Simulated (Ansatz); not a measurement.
## Worked example: correlation energy of O$_{2}$⁺, doublet

Geometry: that of the O2, triplet, kept fixed.

```yaml
atoms:
  - { symbol: O, position_ang: [0.0000, 0.0000, 0.0000] }
  - { symbol: O, position_ang: [0.0000, 0.0000, 1.1928] }
```

Basis 6-31G; Ansatz 0.2.0. Correlated methods freeze the noble-gas cores, which leaves 11 electrons in 16 orbitals. Prefix R: restricted or restricted open-shell reference.

Full CI is exact within this basis and frozen core; it isn't the basis-set limit.

The cluster runs stand on a determinant 0.06 eV above the lowest RHF solution, chosen by trial CCSD; the correlation energy below is counted from it.

Runs differ by some tens of microhartree through their thresholds and, for an open shell, their frozen cores, so steps under 0.03 kcal/mol mean nothing.

```json
{"level": "RHF determinant under the cluster runs", "total energy (hartree)": "-149.025711"}
{"level": "RMP2", "total energy (hartree)": "-149.370320"}
{"level": "RCCSD*", "total energy (hartree)": "-149.323562"}
{"level": "RCCSD(T)*", "total energy (hartree)": "-149.335167"}
{"level": "RCCSDT", "total energy (hartree)": "-149.334684"}
{"level": "RCCSDT(Q)", "total energy (hartree)": "-149.340354"}
{"level": "RCCSDTQ", "total energy (hartree)": "-149.339340"}
{"level": "full CI", "total energy (hartree)": "-149.339966"}
```

Question: What is the correlation energy at full CI, and what share of it do RMP2 and RCCSDT recover?

Answer: E(corr) = -149.339966 − (-149.025711) = -0.314255 hartree = -8.551 eV. RMP2: -0.344609 / -0.314255 = 109.66 %. RCCSDT: -0.308973 / -0.314255 = 98.32 %.

Question: By how many kcal/mol does RCCSD(T) miss full CI (1 hartree = 627.509 kcal/mol), and which steps make up the rest?

Answer: -149.335167 − (-149.339966) = 0.004799 hartree = 3.01 kcal/mol. Steps: RCCSDT − RCCSD(T) = 0.30, RCCSDT(Q) − RCCSDT = -3.56, RCCSDTQ − RCCSDT(Q) = 0.64, full CI − RCCSDTQ = -0.39 kcal/mol. With more than one leading determinant such errors change with state and geometry, and needn't cancel in differences.

An asterisk marks runs whose energy the program itself flagged as in doubt.
